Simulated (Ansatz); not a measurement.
One change: `CC(C)CF` becomes `CC(C)CS`.

Ansatz, PBE0-D4/def2-TZVP geometries, multiplicity 1. Each molecule was computed in one conformer, which needn't be the lowest.

```csv
property,`CC(C)CF`
HOMO–LUMO gap (B3LYP/def2-TZVPP) / eV,9.61
size of the dipole moment (ωB97M-V/def2-TZVPP) / D,1.76
size of the dipole moment (PBE/def2-TZVPP) / D,1.66
size of the dipole moment (B3LYP/def2-TZVPP) / D,1.77
LUMO energy (PBE0/def2-TZVPP) / eV,1.10
HOMO–LUMO gap (PBE0/def2-TZVPP) / eV,10.16
```

Question: What does the change do to each property? (Best estimate.)

Answer: Ansatz gave: 
```csv
property,`CC(C)CS`,shift
HOMO–LUMO gap (B3LYP/def2-TZVPP) / eV,6.75,-2.86
size of the dipole moment (ωB97M-V/def2-TZVPP) / D,1.57,-0.19
size of the dipole moment (PBE/def2-TZVPP) / D,1.59,-0.07
size of the dipole moment (B3LYP/def2-TZVPP) / D,1.59,-0.18
LUMO energy (PBE0/def2-TZVPP) / eV,0.54,-0.56
HOMO–LUMO gap (PBE0/def2-TZVPP) / eV,7.29,-2.87
```

With PBE0 the HOMO rises by 2.30 eV and the LUMO falls by 0.56 eV, so the gap narrows by about 2.86 eV. PBE moves the HOMO by 1.97 eV and ωB97M-V by 2.42 eV. Dipoles are sizes alone; their direction can turn.

B3LYP here is the variant with VWN-RPA as its local correlation; programs differ in this.
